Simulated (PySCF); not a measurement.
Isomers of C2H6N (doublet state), one GFN2-xTB conformer each. Single-point energies are computed at B3LYP/pcH-1 (PySCF, gas phase, no added dispersion term), electronic only. GFN2-xTB treats the open shell by occupation alone, and not every SCF solution was tested for stability.

```csv
SMILES,GFN2-xTB relative energy (kJ/mol)
[CH2]CN,48.0
[CH2]NC,0.0
```

Conformers: `[CH2:1][CH2:2][NH2:3]` (doublet state) with H–C1–C2–N3 77° and -84°, C1–C2–N3–H -60° and 58°; `[CH2:1][NH:2][CH3:3]` (doublet state) with H–C1–N2–C3 39° and -175°.

Task: What does B3LYP/pcH-1 give for the same structures?

Result: 
```json
{"SMILES": "[CH2]NC", "B3LYP/pcH-1 E (Eh)": "-134.52503", "B3LYP/pcH-1 (kJ/mol)": "0.0", "GFN2-xTB (kJ/mol)": "0.0", "point group": "–"}
{"SMILES": "[CH2]CN", "B3LYP/pcH-1 E (Eh)": "-134.51897", "B3LYP/pcH-1 (kJ/mol)": "15.9", "GFN2-xTB (kJ/mol)": "48.0", "point group": "near Cs"}
```

Both levels put the same isomer lowest. Neighbours under 21 kJ/mol apart ([CH2]NC and [CH2]CN) can change places with a better method, another conformer or zero-point energy.
